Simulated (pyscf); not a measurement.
GeH₄ + H• → GeH₄ + H• (substitution at Ge; doublet surface; Ge–H broken, Ge–H formed). Single points on ωB97X-D3(BJ)/def2-SVP structures (PySCF, gas phase). Correlated levels are frozen-core, on RHF or UHF. ΔMP2 is the change of the MP2 total energy from the triple- to the quadruple-zeta basis. Energies in kJ/mol from the separated reactants.

```
level                             barrier  reaction energy
--------------------------------  -------  ---------------
PBE/def2-TZVP                        19.6              0.0
B3LYP-D3(BJ)/def2-TZVP               29.2              0.0
PBE0-D3(BJ)/def2-TZVP                35.4              0.0
M06-2X/def2-TZVP                        ?              0.0
ωB97M-D3(BJ)/def2-TZVP               52.5              0.0
CCSD/def2-TZVPP                      62.4              0.0
CCSD(T)/def2-TZVPP + ΔMP2(QZVPP)        ?              0.0
```

Question: What belongs in the gaps?

Answer: 
- M06-2X/def2-TZVP, barrier: 50.3
- CCSD(T)/def2-TZVPP + ΔMP2(QZVPP), barrier: 52.8

The same reactants have a lower exit, to GeH₃• + H₂ (barrier +13.3 kJ/mol at ωB97M-D3(BJ), against +52.5 kJ/mol here). This is the saddle that the search found; another between the same sides may lie lower. The angle at the attacked Ge is 180°. The CCSD(T) − MP2 part came from Ansatz, without density fitting, on the same reference. The frozen core leaves the outer d or s,p core shells of the metals and heavy elements correlated in the MP2 and CC values, and def2-TZVPP describes them poorly, which can shift differences by a few kcal/mol. Elements up to Kr have no core potential and no relativistic terms here.
